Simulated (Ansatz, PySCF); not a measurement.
Potential energy curve for H2, singlet.

- UHF/aug-cc-pVDZ (Ansatz, a program for electronic structure)
- RHF/aug-cc-pVDZ (Ansatz)
- UKS-PBE = Ansatz with unrestricted PBE/aug-cc-pVDZ
- RKS-PBE = restricted PBE/aug-cc-pVDZ (Ansatz)
- UKS-PBE0 = unrestricted PBE0/aug-cc-pVDZ in Ansatz
- RKS-PBE0 = restricted PBE0/aug-cc-pVDZ in Ansatz
- UKS-B3LYP/6-31G* = unrestricted B3LYP/6-31G*, spherical d (PySCF)
- RKS-B3LYP/6-31G* = restricted B3LYP/6-31G*, spherical d run with PySCF
- UKS-BP86/6-31G* = PySCF with unrestricted BP86/6-31G*, spherical d
- RKS-BP86/6-31G* = restricted BP86/6-31G*, spherical d (PySCF)

Scanned distances (Å): 0.60, 0.64, 0.68, 0.70, 0.73, 0.75, 0.78, 0.80, 0.82, 0.86, 0.93, 1.01, 1.13, 1.24, 1.32, 1.50, 1.66, 1.87, 2.00, 2.24, 2.61, 2.97.

Problem. Where does the unrestricted solution first break spin symmetry (<S²> of 0.01 or more)?

Solution. UHF: between 1.13 and 1.24 Å; UKS-PBE: between 1.50 and 1.66 Å; UKS-PBE0: between 1.50 and 1.66 Å; UKS-B3LYP/6-31G*: between 1.32 and 1.50 Å; UKS-BP86/6-31G*: between 1.50 and 1.66 Å.

```csv
R / Å,<S²> UHF,E(RHF) − E(UHF) / eV,<S²> UKS-PBE,E(RKS-PBE) − E(UKS-PBE) / eV,<S²> UKS-PBE0,E(RKS-PBE0) − E(UKS-PBE0) / eV,<S²> UKS-B3LYP/6-31G*,E(RKS-B3LYP/6-31G*) − E(UKS-B3LYP/6-31G*) / eV,<S²> UKS-BP86/6-31G*,E(RKS-BP86/6-31G*) − E(UKS-BP86/6-31G*) / eV
0.60,0.00,0.000,0.00,0.000,0.00,0.000,0.00,0.000,0.00,0.000
0.64,0.00,0.000,0.00,0.000,0.00,0.000,0.00,0.000,0.00,0.000
0.68,0.00,0.000,0.00,0.000,0.00,0.000,0.00,0.000,0.00,0.000
0.70,0.00,0.000,0.00,0.000,0.00,0.000,0.00,0.000,0.00,0.000
0.73,0.00,0.000,0.00,0.000,0.00,0.000,0.00,0.000,0.00,0.000
0.75,0.00,0.000,0.00,0.000,0.00,0.000,0.00,0.000,0.00,0.000
0.78,0.00,0.000,0.00,0.000,0.00,0.000,0.00,0.000,0.00,0.000
0.80,0.00,0.000,0.00,0.000,0.00,0.000,0.00,0.000,0.00,0.000
0.82,0.00,0.000,0.00,0.000,0.00,0.000,0.00,0.000,0.00,0.000
0.86,0.00,0.000,0.00,0.000,0.00,0.000,0.00,0.000,0.00,0.000
0.93,0.00,0.000,0.00,0.000,0.00,0.000,0.00,0.000,0.00,0.000
1.01,0.00,0.000,0.00,0.000,0.00,0.000,0.00,0.000,0.00,0.000
1.13,0.00,0.000,0.00,0.000,0.00,0.000,0.00,0.000,0.00,0.000
1.24,0.07,0.004,0.00,0.000,0.00,0.000,0.00,0.000,0.00,0.000
1.32,0.27,0.081,0.00,0.000,0.00,0.000,0.00,0.000,0.00,0.000
1.50,0.57,0.491,0.00,0.000,0.00,0.000,0.03,0.001,0.00,0.000
1.66,0.74,0.992,0.13,0.007,0.38,0.108,0.30,0.087,0.01,0.000
1.87,0.86,1.695,0.56,0.193,0.68,0.443,0.59,0.355,0.44,0.114
2.00,0.90,2.119,0.71,0.374,0.79,0.694,0.71,0.567,0.62,0.260
2.24,0.95,2.840,0.87,0.741,0.90,1.164,0.86,0.981,0.82,0.579
2.61,0.98,3.762,0.96,1.241,0.97,1.788,0.00,—,0.94,1.041
2.97,0.99,4.454,0.99,1.593,0.99,2.238,0.00,—,0.98,1.381
```

Dashes: no converged value, or the column stops at the first point that the program doubted or that broke a chosen test of continuity, which isn't proof of a fault.
